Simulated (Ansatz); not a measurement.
`B[SiH2]N`, relaxed with RKS PBE0-D4/def2-TZVP in Ansatz 0.2.0 from a PBE-D4/def2-SVP geometry. The force threshold is 0.005 eV/Å; the program also tests the step.

The species carries charge 0 and has multiplicity 1.

Start:

```xyz
9

B    -1.516   -0.650   -0.067
Si    0.263    0.037    0.552
N     1.112    0.915   -0.705
H    -1.789   -0.819   -1.243
H    -2.346   -1.005    0.751
H     0.935   -1.233    1.081
H     0.172    0.946    1.750
H     2.025    1.324   -0.484
H     1.144    0.485   -1.634
```

Task: How much energy does the relaxation release, and in how many steps? (Best estimate.)

Result: Computed: 3.91 kJ/mol, in 9 steps, 2 of them rejected.

Task: Which bonds change most? (Estimate.)

Result: Ansatz gave: Si2–N3 from 1.753 to 1.724 Å; Si2–H6 from 1.530 to 1.506 Å; B1–H4 from 1.219 to 1.197 Å; B1–H5 from 1.218 to 1.197 Å.

Task: Give the relaxed structure. (An estimate is asked.)

Result: The calculation gave: 
```xyz
9

B    -1.504   -0.651   -0.071
Si    0.272    0.023    0.560
N     1.118    0.863   -0.686
H    -1.777   -0.774   -1.230
H    -2.327   -1.007    0.721
H     0.961   -1.205    1.096
H     0.156    0.946    1.725
H     2.001    1.307   -0.492
H     1.100    0.498   -1.624
```
